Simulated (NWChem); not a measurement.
# C3H3NO (SMILES c1cocn1) at 6 levels

We compute a comparison of 6 runs (M06-2X/def2-SVP, B3LYP/def2-SVP, BHLYP/def2-SVP, CAM-B3LYP/def2-SVP, M06-L/def2-SVP, PBE0/def2-SVP) of C3H3NO. 

The results are computed with NWChem 7.3.0.

1 further run of the same task is left out (set aside as unsound or not needed).

### 1 Starting point

C3H3NO has 8 atoms, charge 0, and is taken as a singlet. SMILES: `c1cocn1`. Geometry: relaxed at PBE0-D4/def2-TZVP.

Bond lengths: C1–C2 1.348 Å, C2–O3 1.358 Å, O3–C4 1.344 Å, C1–N5 1.382 Å, C4–N5 1.285 Å, C1–H6 1.078 Å, C2–H7 1.076 Å, C4–H8 1.079 Å. Some angles: C1–C2–O3 107.9°, C2–C1–N5 109.0°, C2–O3–C4 104.3°, O3–C4–N5 114.7°, C1–N5–C4 104.2°, C1–C2–H7 135.2°, O3–C2–H7 117.0°, C2–C1–H6 129.0°, N5–C1–H6 122.1°, O3–C4–H8 116.9°.

### 2 Energy and forces at M06-2X/def2-SVP (run 1)

geom.nw reads:

```
START geom
TITLE "C3H3NO gradient"
memory 2200 mb
charge 0

GEOMETRY units angstrom noautosym nocenter noautoz
C       -0.061900       0.929600       0.395600
C        1.003400       0.196300       0.014100
O        0.543600      -0.991000      -0.459600
C       -0.792200      -0.904500      -0.335200
N       -1.214100       0.202900       0.162800
H       -0.086300       1.920900       0.818200
H        2.069100       0.345200       0.007300
H       -1.369200      -1.756600      -0.659100
END

BASIS spherical bse
* library def2-SVP
END

DFT
xc m06-2x
grid xfine
convergence energy 1e-08
maxiter 100
mulliken
print low
END

TASK dft gradient
```

On the command line:

```console
$ nwchem geom.nw > geom.out
```

Output:

```text
[...]
 d= 0,ls=0.0,diis     1   -245.7139543537 -4.10D+02  1.01D-02  5.26D-01     5.1
[...]
 d= 0,ls=0.0,diis    11   -245.7885523322 -1.10D-09  3.28D-07  1.54D-09    48.3
         Total DFT energy =     -245.788552332243
      One electron energy =     -657.686074186104
           Coulomb energy =      280.444655043420
    Exchange-Corr. energy =      -32.758607646617
 Nuclear repulsion energy =      164.211474457058
[...]
      Total Density - Mulliken Population Analysis
     ---------------------------------------------
    Atom       Charge   Shell Charges
 -----------   ------   -------------------------------------------------------
    1 C    6     6.00   1.99  0.89  0.27  2.09  0.71  0.05
    2 C    6     5.89   1.99  0.90  0.26  2.05  0.64  0.06
    3 O    8     8.25   1.99  1.09  0.65  2.86  1.63  0.02
    4 C    6     5.81   1.99  0.91  0.20  2.03  0.60  0.09
    5 N    7     7.20   1.99  1.03  0.51  2.35  1.27  0.03
    6 H    1     0.95   0.75  0.18  0.02
    7 H    1     0.95   0.75  0.17  0.02
    8 H    1     0.94   0.75  0.17  0.02
[...]
                         DFT ENERGY GRADIENTS
    atom               coordinates                        gradient
                 x          y          z           x          y          z
   1 C      -0.116974   1.756689   0.747576    0.005665  -0.000517  -0.000584
   2 C       1.896151   0.370953   0.026645   -0.002424   0.008085   0.003555
   3 O       1.027255  -1.872718  -0.868518    0.002641  -0.004943  -0.002228
   4 C      -1.497041  -1.709257  -0.633436   -0.003436  -0.000549  -0.000037
   5 N      -2.294316   0.383425   0.307647    0.000344  -0.000241  -0.000114
   6 H      -0.163083   3.629975   1.546174   -0.000104  -0.005854  -0.002474
   7 H       3.910032   0.652333   0.013795   -0.006172  -0.001245  -0.000122
   8 H      -2.587413  -3.319493  -1.245518    0.003486   0.005265   0.002005
 Task  times  cpu:       61.9s     wall:       61.9s
 Total times  cpu:       62.0s     wall:       62.0s
```

It took 63 s on 1 thread of Intel Xeon 6975P-C (Granite Rapids), shared host; peak memory 0.14 GiB.

### 3 Energy and forces at B3LYP/def2-SVP (run 2)

work.nw reads:

```
echo
start work
memory total 2200 mb
charge 0

geometry units angstroms noautosym nocenter noautoz
  C       -0.061900       0.929600       0.395600
  C        1.003400       0.196300       0.014100
  O        0.543600      -0.991000      -0.459600
  C       -0.792200      -0.904500      -0.335200
  N       -1.214100       0.202900       0.162800
  H       -0.086300       1.920900       0.818200
  H        2.069100       0.345200       0.007300
  H       -1.369200      -1.756600      -0.659100
end

basis "ao basis" spherical bse
  * library def2-SVP
end

dft
  xc b3lyp
  mult 1
  grid xfine
  convergence energy 1e-08
  maxiter 100
  mulliken
end

task dft gradient
```

On the command line:

```console
$ nwchem work.nw > work.out
```

Output:

```text
[...]
          Wavefunction type:  closed shell.
          No. of atoms     :     8
          No. of electrons :    36
[...]
          Charge           :     0
          Spin multiplicity:     1
[...]
          AO basis - number of functions:    85
[...]
              XC Information
              --------------
                         B3LYP Method XC Potential
                     Hartree-Fock (Exact) Exchange  0.200
                        Slater Exchange Functional  0.800 local
                    Becke 1988 Exchange Functional  0.720 non-local
              Lee-Yang-Parr Correlation Functional  0.810
                  VWN I RPA Correlation Functional  0.190 local
[...]
 d= 0,ls=0.0,diis     1   -245.8054146864 -4.10D+02  1.29D-02  6.60D-01     2.7
[...]
 d= 0,ls=0.0,diis    10   -245.8893047452 -3.28D-09  9.41D-07  1.57D-08    30.3
         Total DFT energy =     -245.889304745241
      One electron energy =     -657.924730119314
           Coulomb energy =      280.702058449213
    Exchange-Corr. energy =      -32.878107532198
 Nuclear repulsion energy =      164.211474457058
[...]
      Total Density - Mulliken Population Analysis
     ---------------------------------------------
    Atom       Charge   Shell Charges
 -----------   ------   -------------------------------------------------------
    1 C    6     5.99   1.99  0.91  0.26  2.11  0.67  0.05
    2 C    6     5.88   1.99  0.91  0.24  2.08  0.61  0.06
    3 O    8     8.20   1.99  1.11  0.62  2.88  1.57  0.02
    4 C    6     5.85   1.99  0.93  0.19  2.06  0.59  0.09
    5 N    7     7.14   1.99  1.05  0.47  2.38  1.22  0.03
    6 H    1     0.99   0.75  0.21  0.02
    7 H    1     0.98   0.75  0.21  0.02
    8 H    1     0.97   0.75  0.20  0.02
[...]
  wavefunction    = closed shell
                         DFT ENERGY GRADIENTS
    atom               coordinates                        gradient
                 x          y          z           x          y          z
   1 C      -0.116974   1.756689   0.747576    0.007165  -0.003861  -0.002103
   2 C       1.896151   0.370953   0.026645   -0.007475   0.004076   0.002188
   3 O       1.027255  -1.872718  -0.868518   -0.003871   0.003328   0.001709
   4 C      -1.497041  -1.709257  -0.633436    0.001738   0.004536   0.001783
   5 N      -2.294316   0.383425   0.307647    0.005828  -0.005720  -0.002801
   6 H      -0.163083   3.629975   1.546174   -0.000055  -0.007232  -0.003063
   7 H       3.910032   0.652333   0.013795   -0.007337  -0.001302  -0.000070
   8 H      -2.587413  -3.319493  -1.245518    0.004006   0.006175   0.002357
[...]
```

Wall time 38 s (1 thread of Intel Xeon 6975P-C (Granite Rapids), shared host); peak memory 0.14 GiB.

Run 3 isn't shown in full; the table further down has it.

### 4 Energy and forces at CAM-B3LYP/def2-SVP (run 4)

geom.nw reads:

```
start geom
title "C3H3NO CAM-B3LYP"
memory 2200 mb
geometry units angstroms noautosym nocenter noautoz
 C    -0.061900    0.929600    0.395600
 C     1.003400    0.196300    0.014100
 O     0.543600   -0.991000   -0.459600
 C    -0.792200   -0.904500   -0.335200
 N    -1.214100    0.202900    0.162800
 H    -0.086300    1.920900    0.818200
 H     2.069100    0.345200    0.007300
 H    -1.369200   -1.756600   -0.659100
end
basis spherical bse
 C library def2-SVP
 O library def2-SVP
 N library def2-SVP
 H library def2-SVP
end
dft
 xc xcamb88 1.00 lyp 0.81 vwn_5 0.19 hfexch 1.00
 cam 0.33 cam_alpha 0.19 cam_beta 0.46
 grid xfine
 convergence energy 1e-08
 direct
 iterations 100
 mulliken
 noprint "final vectors analysis"
end
task dft gradient
```

On the command line:

```console
$ nwchem geom.nw > geom.out
```

Output:

```text
[...]
          Wavefunction type:  closed shell.
          No. of atoms     :     8
          No. of electrons :    36
[...]
          Charge           :     0
          Spin multiplicity:     1
[...]
          AO basis - number of functions:    85
[...]
              XC Information
              --------------
                     Hartree-Fock (Exact) Exchange  1.000
                   CAM-Becke88 Exchange Functional  1.000
                      VWN V Correlation Functional  0.190 local
              Lee-Yang-Parr Correlation Functional  0.810
[...]
 d= 0,ls=0.0,diis     1   -245.6946377134 -4.10D+02  1.06D-02  6.52D-01     6.3
[...]
 d= 0,ls=0.0,diis    11   -245.7774570102 -1.92D-09  4.09D-07  2.27D-09    55.4
         Total DFT energy =     -245.777457010200
      One electron energy =     -657.870491947375
           Coulomb energy =      280.637397734728
    Exchange-Corr. energy =      -32.755837254612
 Nuclear repulsion energy =      164.211474457058
[...]
      Total Density - Mulliken Population Analysis
     ---------------------------------------------
    Atom       Charge   Shell Charges
 -----------   ------   -------------------------------------------------------
    1 C    6     6.00   1.99  0.90  0.27  2.11  0.68  0.05
    2 C    6     5.89   1.99  0.90  0.25  2.08  0.62  0.06
    3 O    8     8.20   1.99  1.10  0.62  2.89  1.58  0.02
    4 C    6     5.86   1.99  0.92  0.20  2.06  0.60  0.09
    5 N    7     7.13   1.99  1.04  0.46  2.38  1.23  0.03
    6 H    1     0.98   0.75  0.22  0.02
    7 H    1     0.97   0.74  0.21  0.02
    8 H    1     0.97   0.74  0.20  0.02
[...]
  wavefunction    = closed shell
[...]
                         DFT ENERGY GRADIENTS
    atom               coordinates                        gradient
                 x          y          z           x          y          z
   1 C      -0.116974   1.756689   0.747576    0.004522   0.001918   0.000525
   2 C       1.896151   0.370953   0.026645    0.000124   0.005377   0.002238
   3 O       1.027255  -1.872718  -0.868518    0.001798  -0.002828  -0.001275
   4 C      -1.497041  -1.709257  -0.633436   -0.002588  -0.001924  -0.000677
   5 N      -2.294316   0.383425   0.307647   -0.000677  -0.000227  -0.000041
   6 H      -0.163083   3.629975   1.546174   -0.000123  -0.006810  -0.002879
   7 H       3.910032   0.652333   0.013795   -0.006994  -0.001422  -0.000143
   8 H      -2.587413  -3.319493  -1.245518    0.003937   0.005917   0.002252
[...]
```

It took 75 s on 1 thread of Intel Xeon 6975P-C (Granite Rapids), shared host; peak memory 0.14 GiB.

Run 5 isn't shown in full; the table further down has it.

### 5 Energy and forces at PBE0/def2-SVP (run 6)

job.nw reads:

```
start job
title "C3H3NO gradient"
memory stack 880 mb heap 220 mb global 1100 mb

geometry noautosym nocenter noautoz
  C    -0.061900    0.929600    0.395600
  C     1.003400    0.196300    0.014100
  O     0.543600   -0.991000   -0.459600
  C    -0.792200   -0.904500   -0.335200
  N    -1.214100    0.202900    0.162800
  H    -0.086300    1.920900    0.818200
  H     2.069100    0.345200    0.007300
  H    -1.369200   -1.756600   -0.659100
end

basis spherical bse
  * library def2-SVP
end

dft
  xc pbe0
  grid xfine
  convergence energy 1e-08
  maxiter 100
  mulliken
  print medium
end

task dft gradient
```

On the command line:

```console
$ nwchem job.nw > job.out
```

Output:

```text
[...]
          Wavefunction type:  closed shell.
          No. of atoms     :     8
          No. of electrons :    36
[...]
          Charge           :     0
          Spin multiplicity:     1
[...]
          AO basis - number of functions:    85
[...]
              XC Information
              --------------
                         PBE0 Method XC Functional
                     Hartree-Fock (Exact) Exchange  0.250
          PerdewBurkeErnzerhof Exchange Functional  0.750
            Perdew 1991 LDA Correlation Functional  1.000 local
           PerdewBurkeErnz. Correlation Functional  1.000 non-local
[...]
 d= 0,ls=0.0,diis     1   -245.5375744485 -4.10D+02  1.18D-02  6.07D-01     3.1
[...]
 d= 0,ls=0.0,diis    10   -245.6151238876 -1.06D-09  8.01D-07  1.14D-08    25.3
         Total DFT energy =     -245.615123887555
      One electron energy =     -657.800306989393
           Coulomb energy =      280.559220334255
    Exchange-Corr. energy =      -32.585511689475
 Nuclear repulsion energy =      164.211474457058
[...]
      Total Density - Mulliken Population Analysis
     ---------------------------------------------
    Atom       Charge   Shell Charges
 -----------   ------   -------------------------------------------------------
    1 C    6     6.00   1.99  0.91  0.26  2.09  0.70  0.05
    2 C    6     5.90   1.99  0.91  0.25  2.06  0.64  0.06
    3 O    8     8.23   1.99  1.10  0.65  2.86  1.61  0.02
    4 C    6     5.82   1.99  0.92  0.18  2.04  0.59  0.09
    5 N    7     7.20   1.99  1.04  0.52  2.35  1.27  0.03
    6 H    1     0.96   0.75  0.18  0.02
    7 H    1     0.95   0.74  0.18  0.02
    8 H    1     0.94   0.75  0.17  0.02
[...]
  wavefunction    = closed shell
                         DFT ENERGY GRADIENTS
    atom               coordinates                        gradient
                 x          y          z           x          y          z
   1 C      -0.116974   1.756689   0.747576    0.008767   0.001986   0.000274
   2 C       1.896151   0.370953   0.026645   -0.000895   0.008643   0.003693
   3 O       1.027255  -1.872718  -0.868518    0.000983  -0.003100  -0.001337
   4 C      -1.497041  -1.709257  -0.633436   -0.005530  -0.001309  -0.000222
   5 N      -2.294316   0.383425   0.307647    0.000079  -0.003973  -0.001681
   6 H      -0.163083   3.629975   1.546174    0.000042  -0.007185  -0.003049
   7 H       3.910032   0.652333   0.013795   -0.007434  -0.001179  -0.000011
   8 H      -2.587413  -3.319493  -1.245518    0.003987   0.006117   0.002334
[...]
```

It took 31 s on 1 thread of Intel Xeon 6975P-C (Granite Rapids), shared host; peak memory 0.14 GiB.

### 6 Overview of the runs

```
run               level  energy (Eh)  largest force (eV/Å)  wall time
  1     M06-2X/def2-SVP  -245.788552                 0.471       63 s
  2      B3LYP/def2-SVP  -245.889305                 0.452       38 s
  3      BHLYP/def2-SVP  -245.744577                 0.760       36 s
  4  CAM-B3LYP/def2-SVP  -245.777457                 0.383       75 s
  5      M06-L/def2-SVP  -245.857671                 0.534       72 s
  6       PBE0/def2-SVP  -245.615124                 0.485       31 s
```

### 7 Outcome

| quantity | value |
| --- | --- |
| run 6: total energy | -245.61512 Eh |
| run 6: dipole moment | 1.55 D |
| run 6: HOMO energy | -7.38 eV |
| run 6: LUMO energy | 0.02 eV |
| run 6: HOMO–LUMO gap | 7.40 eV |
| run 6: largest force on an atom | 0.485 eV/Å |

**Reading.** Over runs 2, 3, 4, 5, 6 the dipole moment (its size) runs from 1.52 D (B3LYP/def2-SVP) to 1.55 D (PBE0/def2-SVP). Over runs 2, 3, 5, 6 the HOMO–LUMO gap runs from 5.60 eV (M06-L/def2-SVP) to 9.46 eV (BHLYP/def2-SVP). Totals of different functionals can't be ranked against each other. All runs together took 5.3 min, the longest 75 s.
